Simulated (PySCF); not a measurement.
Can point charges reproduce the dipole moment of lithium fluoride, `[Li][F]`?

Coordinates (PBE0-D3(BJ)/def2-SVP, Å) and charges (e) from the PBE0/pcSseg-1 density (PySCF):

```tsv
atom	x	y	z	Mulliken	IAO	Hirshfeld	ESP-fitted
Li1	0.769	-0.004	-0.008	+0.6700	+0.9410	+0.5985	+0.7858
F2	-0.764	0.006	-0.020	-0.6700	-0.9410	-0.5982	-0.7858
```

Q: Form Σ q r in debye for every column and set it beside the full dipole.

A: The full density gives (5.81, -0.04, 0.05) D, 5.81 D in size; dipole vectors point from the negative to the positive end.

| scheme | μx | μy | μz | size (D) | share of the full size (%) | angle to the full dipole (°) |
| --- | --- | --- | --- | --- | --- | --- |
| Mulliken | 4.93 | -0.03 | 0.04 | 4.93 | 85 | 0 |
| IAO | 6.93 | -0.05 | 0.05 | 6.93 | 119 | 0 |
| Hirshfeld | 4.41 | -0.03 | 0.03 | 4.41 | 76 | 0 |
| ESP-fitted | 5.79 | -0.04 | 0.05 | 5.79 | 100 | 0 |

Q: Which set comes closest?

A: Length of the difference vector: ESP-fitted 0.03 D, Mulliken 0.88 D, IAO 1.12 D, Hirshfeld 1.41 D. Closest: ESP-fitted. The schemes that divide the density aren't constrained to reproduce the dipole.

Q: What is left for the Hirshfeld atoms' own dipoles?

A: The shares of the density sum to the whole, so what Σ q r misses lies in dipoles about the nuclei. The atomic dipoles sum to (5.81, -0.04, 0.05) − (4.41, -0.03, 0.03) = (1.40, -0.01, 0.02) D, 1.41 D in size.

Q: Give the size of the full dipole in other units.

A: 5.81 D = 2.287 au = 1.210 e·Å = 19.39 × 10⁻³⁰ C·m.

Geometry: PBE0-D3(BJ)/def2-SVP; no solvent, vibrations or thermal averaging.
